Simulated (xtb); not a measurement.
CHO, SMILES [CH]=O (connectivity only; charge and spin as stated), charge +1, multiplicity 1. All values are semi-empirical tight-binding results from xtb (GFN2-xTB unless named), good for trends rather than for accurate numbers. Coordinates come from a GFN2-xTB optimisation. The isomer is the one that the SMILES or the coordinates give; other isomers of the formula were not compared.

Task: Estimate the properties. (An estimate is asked for; the answer gives what the named calculation found.)

Result: 
```yaml
point_group_as_xtb_finds_it: C∞v
orbital_gap: 7.21 eV
zero_point_energy: 10.0 kcal/mol
G − E(el) at 298.15 K (modified RRHO): -2.2 kcal/mol
static polarisability (D4 model): 13.6 bohr³
solvation energy, GFN2-xTB/ALPB(water): -77.4 kcal/mol
solvation energy, GFN2-xTB/ALPB(benzene): -58.2 kcal/mol
```

Task: Give the IR lines (harmonic; lines under 4 % of the strongest left out, lines within 3 cm⁻¹ merged). (An estimate is asked for; the answer gives what the named calculation found.)

Result: ν (cm⁻¹): 857 (s), 2285 (vs), 2972 (vs) (against the strongest line: vs over 80 %, s over 45 %, m over 15 %, w over 4 %, vw less)
